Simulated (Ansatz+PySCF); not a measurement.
# doublet LiH₂O: levels of theory in one basis

```xyz
4

O     0.0000    0.0000   -0.1627
H     0.0000    0.0000    1.3019
Li   30.0000    0.0000   -0.8788
H    30.0000    0.0000    2.6364
```

Basis set: 6-31G (spherical functions). Frozen core: 1 orbital. Correlation on ROHF uses semicanonical orbitals with singles. Charge 0, multiplicity 2.

Computed with Ansatz (development build ahead of 0.2.0); each method stands on the lowest determinant of its kind that the runs found. NEVPT2 correlates all electrons. Active spaces start from the frontier orbitals, and the lowest solution found is given.

| method | E − E(ROHF) (eV) | <S²> of the determinant |
| --- | --- | --- |
| ROHF | 0.00 | 0.75 |
| UHF | -2.05 | 2.20 |
| ROHF-MP2 | -3.67 | – |
| UHF-MP2 | -4.01 | 2.20 |
| UHF-CCSD | -5.11 | 2.20 |
| ROHF-CCSD(T) | -5.16 | – |
| UHF-CCSD(T) | -5.16 | 2.20 |
| CASSCF(3,3) | -1.66 | – |
| SC-NEVPT2(5,5) | -4.97 | – |
| SC-NEVPT2(3,3) | -4.07 | – |

(1) What does CASSCF(5,5) give on the same scale?

(2) Is a single determinant a sound starting point here?

Answers

(1) -3.22 eV.

(2) It is doubtful. Unrestricted orbitals lower Hartree–Fock by 2.05 eV and <S²> is 2.20 where a pure state has 0.75, a sign of strong static correlation. The CASSCF(5,5) natural occupations are 1.83, 1.50, 1.00, 0.50, 0.17. The CASSCF(3,3) natural occupations are 1.83, 1.00, 0.17.

Caution for ROHF, ROHF-MP2, ROHF-CCSD(T): an unrestricted determinant lies well below. Caution for UHF, UHF-MP2, UHF-CCSD, UHF-CCSD(T): the unrestricted determinant is a mixture of spin states. Caution for ROHF-MP2, UHF-MP2, UHF-CCSD, ROHF-CCSD(T), UHF-CCSD(T): large amplitudes, a single reference is doubtful. Caution for ROHF-MP2, ROHF-CCSD(T): a plain start can end on a higher determinant. Caution for ROHF-MP2: another reference gives a lower total. Caution for UHF-CCSD(T): the amplitudes may be one of several solutions. Caution for CASSCF(3,3), SC-NEVPT2(3,3): other starts end on other solutions of this active space.
